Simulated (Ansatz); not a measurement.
**Ba2Sb2Ru: from a trial structure to a relaxed crystal**

All numbers below come from DFT PBE, scalar-relativistic, plane waves, PAW in Ansatz 0.2.0. Cutoff 420 eV, Γ-centred k mesh, Gaussian smearing, no spin polarisation in the final step.

The start puts Ba2Sb2Ru on the ThCr2Si2 structure type (I4/mmm, No. 139), with Ru in place of Th, Ba in place of Cr, Sb in place of Si, at a guessed volume.

```
CELL_PARAMETERS angstrom
-2.37790 2.37790 6.23906
2.37790 -2.37790 6.23906
2.37790 2.37790 -6.23906
ATOMIC_POSITIONS crystal
Ba 0.25000 0.75000 0.50000
Ba 0.75000 0.25000 0.50000
Sb 0.62600 0.62600 0.00000
Sb 0.37400 0.37400 0.00000
Ru 0.00000 0.00000 0.00000
```

Cell and atoms relax at zero pressure; the relaxation can't lower the symmetry of the start. After a coarse first stage the cell is made exact in the group found at 0.06 Å.

The zero of energy is the elements' standard structures at the same level; no fitted shifts are applied.

(1) Describe the relaxed structure.

(2) What are its volume, energy, density and gap?

Answers

(1) It keeps I4/mmm (No. 139). The result still has the ThCr2Si2 structure. Conventional cell: a = 4.980 Å, c = 14.292 Å. Ba is coordinated by 4 Sb at 3.35 Å and 4 Ba at 3.52 Å; around Sb lie 1 Sb at 2.67 Å; Ru has 8 Sb at 3.77 Å (next Ba at 4.36 Å).

Space group I4/mmm (No. 139). a = 4.980 Å, b = 4.980 Å, c = 14.292 Å, α = 90.00°, β = 90.00°, γ = 90.00°
| atom | site | symmetry | x | y | z |
| --- | --- | --- | --- | --- | --- |
| Ba | 4d | -4m2 | 0.5000 | 0.0000 | 0.2500 |
| Sb | 4e | 4mm | 0.5000 | 0.5000 | 0.0934 |
| Ru | 2a | 4/mmm | 0.0000 | 0.0000 | 0.0000 |

(2) The volume per atom is 35.45 Å³. The density is 5.80 g/cm³, the energy over the elements is 0.82 eV/atom and the gap on the 10×10×10 mesh is 0 eV (a metal).

The final run used a 10×10×10 mesh on its 5-atom cell and 0.10 eV smearing. The k mesh leaves about 4 meV/atom of noise in metals. Spin–orbit coupling is left out. A structure relaxed within its symmetry needn't be a true minimum.

Cost: 3 runs of about 4.4 core-minutes in all, on Arm Neoverse V1 (shared hosts).